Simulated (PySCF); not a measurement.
## Removing an electron from `C=C/C=N\C=O`

Compound: C₄H₅NO.
Z-matrix (Å and degrees, PBE0-D3(BJ)/def2-SVP geometry), rows numbered from 1:
```
C 
C   1  1.3385
C   2  1.4613  1  121.54
N   3  1.2709  2  126.60  1  -178.25
C   4  1.3790  3  126.26  2    -3.60
O   5  1.2040  4  125.66  3   -72.36
H   1  1.0925  2  121.80  3  -179.64
H   1  1.0950  2  121.07  3     0.18
H   2  1.0946  1  120.92  3   178.93
H   3  1.1027  2  116.04  1     0.99
H   5  1.1186  4  111.61  3   113.01
```

Level: B3LYP/def2-SVPD (PySCF). Frontier orbitals with their largest atomic shares (Löwdin; up to four atoms above 4 %):

```json
{"orbital": "HOMO−3", "ε (eV)": "-10.41", "main atoms": "C3 27 %, N4 22 %, C2 18 %, O6 9 %"}
{"orbital": "HOMO−2", "ε (eV)": "-8.38", "main atoms": "O6 35 %, N4 33 %, C5 13 %, C3 8 %"}
{"orbital": "HOMO−1", "ε (eV)": "-8.11", "main atoms": "C1 29 %, C2 25 %, N4 21 %, C3 9 %"}
{"orbital": "HOMO", "ε (eV)": "-7.36", "main atoms": "?"}
{"orbital": "LUMO", "ε (eV)": "-2.37", "main atoms": "C1 26 %, N4 23 %, C3 20 %, C2 14 %"}
{"orbital": "LUMO+1", "ε (eV)": "-0.74", "main atoms": "C5 36 %, O6 27 %, N4 13 %, H11 6 %"}
{"orbital": "LUMO+2", "ε (eV)": "0.43", "main atoms": "C1 32 %, H8 16 %, C3 12 %, H7 11 %"}
```

Question: What vertical ionisation energy does ΔSCF give, and how far is −ε(HOMO) from it?

Answer: ΔSCF: 9.63 eV (929 kJ/mol; threshold wavelength 129 nm); ⟨S²⟩ of the doublet left behind is 0.770, against 0.75 for a pure doublet. −ε(HOMO) is 7.36 eV, 2.27 eV below it. In exact Kohn–Sham theory the two would be equal; B3LYP (global hybrid, 20 % exact exchange) falls short of its own ΔSCF value by 24 %.

Question: On which atoms does the HOMO lie?

Answer: O6 (carbonyl oxygen) 51 %, N4 (imine nitrogen) 22 %, C5 (carbonyl carbon) 12 %, H11 (formyl hydrogen) 5 %. The HOMO−1 lies 0.75 eV lower.

Question: And the vertical electron affinity, the fundamental gap, Mulliken's electronegativity and the hardness (with the factor ½)?

Answer: EA = 0.28 eV by ΔSCF (−ε(LUMO) = 2.37 eV). IE − EA = 9.35 eV against an orbital gap of 4.99 eV; (IE + EA)/2 = 4.96 eV; (IE − EA)/2 = 4.68 eV. Parr's electrophilicity index (IE + EA)²/[8(IE − EA)] is 1.31 eV.

Question: With α = 64.6 au, estimate the like-pair dispersion coefficient by London's formula C6 = (3/4)α²I.

Answer: I = 0.3538 Eh, so C6 ≈ 1110 au, a rough estimate.

Question: How many of the 10 lowest singlet excitations (vertical TDDFT, same level) lie below the ionisation energy?

Answer: All 10; they run from 3.81 to 7.36 eV.

Question: The lowest singlet excitation (vertical TDDFT, same level) lies at 3.81 eV. How far is it below IE − EA?

Answer: IE − EA = 9.35 eV, so by 5.54 eV.

Isolated species at its PBE0-D3(BJ)/def2-SVP geometry (one conformer only).

The run behind these numbers computed excited states and ΔSCF ions as well. On one thread, Arm Neoverse V2, no GPU, shared host, this took 1.8 min of wall time.
